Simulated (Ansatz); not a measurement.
Input file for `C#CC=S`:

```yaml
crystal:
  periodic: [false, false, false]
  atoms:
    - {symbol: C, position_ang: [0.360315, 0.996408, -1.147547]}
    - {symbol: C, position_ang: [0.108183, 0.231079, -0.251830]}
    - {symbol: C, position_ang: [-0.162111, -0.648935, 0.813270]}
    - {symbol: S, position_ang: [-1.299905, -1.798328, 0.794091]}
    - {symbol: H, position_ang: [0.569560, 1.665003, -1.949704]}
    - {symbol: H, position_ang: [0.465958, -0.509127, 1.695621]}
basis:
  gaussian: {orbitals: def2-SVP}
correlation: {method: ccsd_t}
```

```sh
$ ansatz run in.yaml --threads 2 --pin off --events-out ev --progress --plain --max-ram 4352MiB
```

The program prints (abridged):

```
Functional definition: HF
699 factors; integrals over basis functions are off by at most 1.3e-3 eV
mean field evaluation 1: about -13930.2206 eV, gradient 2.1e1 eV
mean field evaluation 2: about -13930.2287 eV, gradient 2.1e1 eV
mean field evaluation 4: about -13931.7634 eV, gradient 3.6e0 eV
mean field evaluation 8: about -13931.8060 eV, gradient 5.0e-4 eV
mean field -13931.80596237 eV, -511.9844257998 hartree, gradient 2.1e-6 eV, S^2 0.000000; 0 other end points of the search recorded, 0 dependent functions left out; unrestricted orbitals would lower it
8 core orbitals not correlated: weight in the atoms' cores, before any rotation towards them, 1.000 or more for the frozen orbitals, at most 0.000 for the correlated occupied ones
reference -13931.80596237 eV, -511.9844257998 hartree; 10, 10 occupied and 52, 52 virtual orbitals, 699 factors
second order -13.76220173 eV of doubles, -0.00000000 eV of singles
cycle   1  -13.92278247 eV  change   -1.6e-1 eV  update   1.1e-1
cycle   2  -14.40546718 eV  change   -4.8e-1 eV  update   3.6e-2
cycle   3  -14.52886617 eV  change   -1.2e-1 eV  update   2.0e-2
cycle   4  -14.53338971 eV  change   -4.5e-3 eV  update   6.4e-3
cycle   5  -14.53726593 eV  change   -3.9e-3 eV  update   3.0e-3
cycle   6  -14.53683937 eV  change    4.3e-4 eV  update   8.0e-4
cycle   7  -14.53658148 eV  change    2.6e-4 eV  update   3.2e-4
cycle   8  -14.53661142 eV  change   -3.0e-5 eV  update   1.1e-4
cycle   9  -14.53656340 eV  change    4.8e-5 eV  update   3.4e-5
cycle  10  -14.53653747 eV  change    2.6e-5 eV  update   1.2e-5
cycle  11  -14.53654010 eV  change   -2.6e-6 eV  update   5.3e-6
perturbative correction -0.66745047 eV, -0.0245283522 hartree
Total energy: -13947.00995294 eV, -512.5431621476 hartree
```

Hardware: 2 threads of an Arm Neoverse V2 on a shared host. Wall time 1.1 s, peak host memory 0.35 GiB.

Correlation energy per correlated electron: -0.760 eV. T1 diagnostic: 0.0167.
